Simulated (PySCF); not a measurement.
# From one method to the next for MgCl

Aim: see what other levels and later steps give for MgCl.

The runs use PySCF 2.14.0; each script names its method and basis.

### Step 1. The starting structure

MgCl: 2 atoms, charge 0, spin multiplicity 2.

Bond lengths: Mg1–Cl2 2.162 Å.

### Step 2. Base script

Contents of input.py:

```python
from pyscf import gto, scf

mol = gto.M(
    atom='Mg 0 0 0; Cl 0 0 2.162',
    basis='aug-cc-pvdz',
    charge=0,
    spin=1,
    verbose=3,
)
mf = scf.UHF(mol)
mf.kernel()
mf.analyze()
print('orbital energies (hartree):', [e[max(0, n-3):n+3].round(4) for e, n in zip(mf.mo_energy, mol.nelec)])
```

Run with:

```console
OMP_NUM_THREADS=1 python input.py
```

### Step 3. EOM-EE

Variant 1 changes step after the SCF: analyze → eomee; frozen orbitals: none → 6; number of roots: none → 3.

Contents of input.py:

```python
from pyscf import gto, scf, cc

mol = gto.M(
    atom='Mg 0 0 0; Cl 0 0 2.162',
    basis='aug-cc-pvdz',
    charge=0,
    spin=1,
    verbose=3,
)
mf = scf.UHF(mol)
mf.kernel()
mycc = cc.CCSD(mf, frozen=6)
mycc.kernel()
e = mycc.eeccsd(nroots=3)[0]
print('roots (eV) =', (e*27.211386).round(3))
mf.dip_moment()
print('orbital energies (hartree):', [e[max(0, n-3):n+3].round(4) for e, n in zip(mf.mo_energy, mol.nelec)])
```

### Step 4. CISD

Variant 2 changes step after the SCF: analyze → cisd; frozen orbitals: none → 6.

Contents of input.py:

```python
from pyscf import gto, scf, ci

mol = gto.M(
    atom='Mg 0 0 0; Cl 0 0 2.162',
    basis='aug-cc-pvdz',
    charge=0,
    spin=1,
    verbose=3,
)
mf = scf.UHF(mol)
mf.kernel()
ci.CISD(mf, frozen=6).kernel()
mf.dip_moment()
print('orbital energies (hartree):', [e[max(0, n-3):n+3].round(4) for e, n in zip(mf.mo_energy, mol.nelec)])
```

### Step 5. Olyp (UKS)

Variant 3 changes functional: none (Hartree–Fock) → olyp; SCF type: UHF → UKS.

Edit input.py of step 2 so:

```diff
@@ -1,2 +1,2 @@
-from pyscf import gto, scf
+from pyscf import gto, dft
 
@@ -9,3 +9,3 @@
 )
-mf = scf.UHF(mol)
+mf = dft.UKS(mol, xc='olyp')
 mf.kernel()
```

### Step 6. Blyp (UKS)

Variant 4 changes functional: none (Hartree–Fock) → blyp; SCF type: UHF → UKS.

Edit input.py of step 2 so:

```diff
@@ -1,2 +1,2 @@
-from pyscf import gto, scf
+from pyscf import gto, dft
 
@@ -9,3 +9,3 @@
 )
-mf = scf.UHF(mol)
+mf = dft.UKS(mol, xc='blyp')
 mf.kernel()
```

### Step 7. Geometry optimisation

Variant 5 changes step after the SCF: analyze → optimize.

Contents of input.py:

```python
from pyscf import gto, scf
from pyscf.geomopt.geometric_solver import optimize

mol = gto.M(
    atom='Mg 0 0 0; Cl 0 0 2.162',
    basis='aug-cc-pvdz',
    charge=0,
    spin=1,
    verbose=3,
)
mf = scf.UHF(mol)
mf.kernel()
mol_eq = optimize(mf, maxsteps=30)
print('optimised geometry (angstrom)')
print(mol_eq.tostring('raw'))
print('orbital energies (hartree):', [e[max(0, n-3):n+3].round(4) for e, n in zip(mf.mo_energy, mol.nelec)])
```

### Step 8. Camb3lyp (UKS)

Variant 6 changes functional: none (Hartree–Fock) → camb3lyp; SCF type: UHF → UKS.

Edit input.py of step 2 so:

```diff
@@ -1,2 +1,2 @@
-from pyscf import gto, scf
+from pyscf import gto, dft
 
@@ -9,3 +9,3 @@
 )
-mf = scf.UHF(mol)
+mf = dft.UKS(mol, xc='camb3lyp')
 mf.kernel()
```

Q: Predict the outcome of this session. Wanted: for each run, E(SCF); from base; gap, α spin; SCF dipole; after the SCF.

As calculated:

| run | E(SCF) (hartree) | from base (eV) | gap, α spin (eV) | SCF dipole (D) | after the SCF |
| --- | --- | --- | --- | --- | --- |
| base | -659.184960 | 0 | 8.17 | 3.25 | n/a |
| EOM-EE | -659.184960 | 0.0000 | 8.17 | 3.25 | CCSD correlation -4.850 eV, core frozen, first root 1.00 eV |
| CISD | -659.184960 | 0.0000 | 8.17 | 3.25 | CISD correlation -4.613 eV, core frozen |
| olyp (UKS) | -660.348281 | not comparable | 3.16 | 3.04 | n/a |
| blyp (UKS) | -660.330588 | not comparable | 3.20 | 3.17 | n/a |
| geometry optimisation | -659.184960 | 0.0000 | 8.17 | n/a | bond 2.243 Å, -0.039 eV |
| camb3lyp (UKS) | -660.343496 | not comparable | 6.53 | 3.31 | n/a |

SCF columns refer to the geometry typed in the script.

A lower total energy from another functional means nothing by itself. The dearest run is “EOM-EE”, at 23 s against 1.3 s.
